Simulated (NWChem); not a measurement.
# Correlation energy of P

SMILES: [P]
```xyz
1

P      0.0000     0.0000     0.0000
```
Charge 0, spin multiplicity 4.

Program: NWChem.

Basis set: cc-pVTZ. Each correlation energy counts from its own Hartree-Fock reference.

The correlated methods keep 5 core orbitals frozen. No SCF solution was tested for a lower state. Open-shell Hartree-Fock references start from PBE0 orbitals. No row is a measurement; the coupled-cluster row has its own basis-set and correlation limits.

Task: For the correlation energy, URI-MP2 gives -83.3 mHa and UMP2 gives -83.3 mHa. What do SCS-UMP2, CCSD on UHF, CCSD[T] on UHF give?

Result: SCS-UMP2: -80.2 mHa; CCSD on UHF: -100.9 mHa; CCSD[T] on UHF: -104.7 mHa.
